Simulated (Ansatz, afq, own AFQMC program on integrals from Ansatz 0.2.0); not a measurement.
# Where AFQMC and coupled cluster stand for AlBH₂, singlet

```yaml
atoms:
  - { symbol: B, position_ang: [0.0000, 0.2858, 1.4114] }
  - { symbol: Al, position_ang: [0.0000, -0.0777, -0.6112] }
  - { symbol: H, position_ang: [0.0000, 0.4975, 2.5897] }
  - { symbol: H, position_ang: [0.0000, -1.4823, -1.3671] }
```

Connectivity, by distances: BH–AlH.

Basis cc-pVDZ. Noble-gas cores (and the filled d shells of Ga–Kr and In–Xe) are frozen. Integrals, coupled cluster, full CI and functionals: Ansatz 0.2.0; the random walks run on the same integrals in our own AFQMC program. The CISD trial takes its coefficients from CCSD amplitudes. Released means that phaseless walkers are propagated on without the constraint, phases kept. Error bars are statistical, one sigma.

Determinant: RHF, the one that the program's search chose, which needn't be the lowest solution. The geometry is a point of a scan.

No full CI on the walks' own integrals is used here; CCSDT(Q) serves as the reference and is uncertain by about the last step of the cluster series.

Cautions: higher spins were not checked; restricted determinant unstable towards unrestricted (UHF 1.17 eV lower, ⟨S²⟩ 1.04); strong correlation (T1 0.029, weight of the determinant 0.82, largest double 0.26); the released energies are still falling, so no released level is given (meV from the phaseless value at times in 1/Eh: -3 ± 11 at 0.24, -21 ± 13 at 0.51, -24 ± 12 at 0.99, -56 ± 15 at 1.62, -69 ± 17 at 2.40), though the last usable value meets CCSDT(Q) within the noise; CCSDT(Q) on the UHF determinant differs (345 meV lower), perhaps since the unrestricted series falls towards higher spin.

* T1 diagnostic: 0.0288
* weight of the determinant in the CISD state: 0.822
* size of the correlated space: 8 electrons in 36 orbitals

Reference: CCSDT(Q), correlation energy -5.050 eV.

```csv
level,E − E(reference) (meV),share of correlation (%)
HF,5050.3,0.00
MP2,1374.9,72.78
CCSD,290.6,94.25
CCSD(T),68.8,98.64
CCSDT,20.4,99.60
ph-AFQMC/HF,-7.8 ± 73.1,100.15
ph-AFQMC/CISD,66.7 ± 11.7,98.68
```

A walk keeps the symmetry of its determinant, which the program's search chose and which needn't be the lowest solution, so a lower state of the same spin and another symmetry isn't excluded.
